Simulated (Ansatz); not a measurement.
Input for Ansatz (development build ahead of 0.2.0):

```yaml
crystal:
  periodic: [false, false, false]
  atoms:
    - { symbol: H, position_ang: [0.0, 0.0, -0.51352] }
    - { symbol: F, position_ang: [0.0, 0.0, 0.51352] }
basis:
  gaussian: { orbitals: cc-pVTZ }
magnetization:
  spin_polarized: true
hamiltonian:
  xc: hf
correlation:
  method: bccd_t
  frozen_orbitals: { F: 1, H: 0 }
```

The input is written out in the form of the current development build from the run's settings.

Output:

| Item | Value |
| --- | --- |
| Converged | yes |
| Reference energy (starting determinant) | -100.04231 hartree |
| Correlation energy | -0.28552 hartree |
| Total energy | -100.32783 hartree |
